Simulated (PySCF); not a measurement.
System: rock-salt KCl. Method: MP2 in PySCF (GTH pseudopotentials, Gaussian basis).

The same calculation (at the measured cell, 31.150 Å³/atom) with different numerical settings; throughout: k mesh 2×2×2:

| run | basis | correlation energy (eV/atom) | total energy (eV/atom) |
|---|---|---|---|
| 1 | DZ | -2.5455 | -585.9636 |
| 2 | TZ | -4.7522 | -588.2289 |
| 3 | QZ | -5.7782 | -589.2739 |

In the column total energy (eV/atom) the first row differs from the last by +3.3103 and the next to last by +1.0450.

The last row is no converged limit: other settings stay fixed.
